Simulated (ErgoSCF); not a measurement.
# [AlH3]− (SMILES [AlH3-]): a chain of runs

We compute the energy (UHF/3-21G), then the energy (UHF/6-31G), then the energy (UHF/6-31+G*), then the energy (UHF/6-31++G**), then a single-point energy (UHF/6-311++G**), then the energy (UHF/6-311++G(2d,2p)), then a single-point energy (UHF/6-311++G(3df,3pd)) of [AlH3]−. 

The results are computed with ErgoSCF 3.8.

2 further runs of the same task are left out: 2 that didn't finish.

## (1) Starting point

[AlH3]−: 4 atoms, total charge -1, spin state doublet. As SMILES, `[AlH3-]`. The shape comes from GFN2-xTB, which is rough for such elements, and wasn't checked as a minimum.

Bond lengths: Al1–H2 1.684 Å, Al1–H3 1.685 Å, Al1–H4 1.685 Å. Angles: H2–Al1–H3 101.1°, H2–Al1–H4 101.1°, H3–Al1–H4 101.1°.

## (2) A single-point energy at UHF/3-21G (run 1)

Contents of geom.xyz:

```xyz
4
AlH3
Al    -0.161060     0.455350    -0.307260
H      0.471920     0.754070     1.224440
H     -1.350110    -0.683860     0.050500
H      1.039250    -0.525560    -0.967690
```

Contents of ergo.in:

```
# single point, AlH3
set_nthreads(1)
scf.output_mulliken_pop = 1
spin_polarization = 1
tmpdir = "."
basis = "3-21G"
scf.max_number_of_iterations = 70
charge = -1
scf.use_diagonalization = 1
molecule "geom.xyz"
run "HF"
```

The basis set 3-21G is read from a file made from the Basis Set Exchange's data (not shown).

Run with:

```
$ ergo < ergo.in
```

Log:

```text
[...]
INSC SCF_general constructor, number of basis functions: 19
[...]
INSC Energy   1 =       -149.36888512309
[...]
INDE E_LUMO =          0.24188208829
[...]
INSC Energy  13 =       -242.26703728459  ( diff     -0.000000000013927 )
[...]
RESC CONVERGED after  13 iterations.
RESC FINAL ENERGY:       -242.26703728459
RESC FINAL <S2> =          0.75264142421
[...]
INSC SCF: dipole_moment_x [atomic units] =       0.02421423
INSC SCF: dipole_moment_y [atomic units] =      -0.06714514
INSC SCF: dipole_moment_z [atomic units] =       0.04613217
[...]
```

Wall time 3.6 s (1 thread of Intel Xeon at 2.50GHz (Skylake/Cascade Lake), shared host); peak memory 0.27 GiB.

## (3) The energy at UHF/6-31G (run 2)

geom.xyz is that of step 2.

Changes to ergo.in since step 2:

```diff
@@ -5,3 +5,3 @@
 tmpdir = "."
-basis = "3-21G"
+basis = "6-31G"
 scf.max_number_of_iterations = 70
```

The basis set 6-31G is read from a file made from the Basis Set Exchange's data (not shown).

Run with:

```
$ ergo < ergo.in
```

Log:

```text
[...]
INSC SCF_general constructor, number of basis functions: 19
[...]
INSC Energy   1 =       -148.82595237547
[...]
INDE E_LUMO =          0.23201651332
[...]
INSC Energy  13 =       -243.57399217334  ( diff     -0.000000000033879 )
[...]
RESC CONVERGED after  13 iterations.
RESC FINAL ENERGY:       -243.57399217334
RESC FINAL <S2> =          0.75262937601
[...]
INSC SCF: dipole_moment_x [atomic units] =       0.02123376
INSC SCF: dipole_moment_y [atomic units] =      -0.05851586
INSC SCF: dipole_moment_z [atomic units] =       0.04043649
[...]
```

Run time: 4.8 s. Hardware: 1 thread of Intel Xeon at 2.50GHz (Skylake/Cascade Lake), shared host; peak memory 0.27 GiB.

Runs 3 to 6 aren't shown in full; the table further down has their settings and results.

## (4) A single-point energy at UHF/6-311++G(3df,3pd) (run 7)

geom.xyz is that of step 3.

Changes to ergo.in since step 3:

```diff
@@ -5,3 +5,3 @@
 tmpdir = "."
-basis = "6-31G"
+basis = "6-311++G(3df,3pd)"
 scf.max_number_of_iterations = 70
```

The basis set 6-311++G(3df,3pd) is read from a file made from the Basis Set Exchange's data (not shown).

Run with:

```
$ ergo < ergo.in
```

Log:

```text
[...]
INSC SCF_general constructor, number of basis functions: 101
[...]
INSC Energy   1 =        -50.22514096524
[...]
INDE E_LUMO =          0.17091511029
[...]
INSC Energy  15 =       -243.62924348508  ( diff     -0.000000000012051 )
[...]
RESC CONVERGED after  15 iterations.
RESC FINAL ENERGY:       -243.62924348508
RESC FINAL <S2> =          0.75290062626
[...]
INSC SCF: dipole_moment_x [atomic units] =       0.13650642
INSC SCF: dipole_moment_y [atomic units] =      -0.38394520
INSC SCF: dipole_moment_z [atomic units] =       0.26031856
[...]
```

It took 3.7 min on 1 thread of Intel Xeon at 2.50GHz (Skylake/Cascade Lake), shared host; peak memory 0.27 GiB.

## (5) The series

```tsv
run	level	energy (Eh)	⟨S²⟩	wall time
1	UHF/3-21G	-242.267037	0.753	3.6 s
2	UHF/6-31G	-243.573992	0.753	4.8 s
3	UHF/6-31+G* (spherical functions)	-243.599486	0.752	6.6 s
4	UHF/6-31++G** (spherical functions)	-243.604737	0.752	14 s
5	UHF/6-311++G**	-243.623045	0.752	19 s
6	UHF/6-311++G(2d,2p)	-243.627044	0.753	36 s
7	UHF/6-311++G(3df,3pd)	-243.629243	0.753	3.7 min
```

## (6) Results

```
                                  quantity          value
run 7, UHF/6-311++G(3df,3pd): total energy  -243.62924 Eh
        run 7, UHF/6-311++G(3df,3pd): ⟨S²⟩          0.753
```

Over the runs the total energy spans 37.068 eV. All runs together took 5.1 min, the longest 3.7 min.
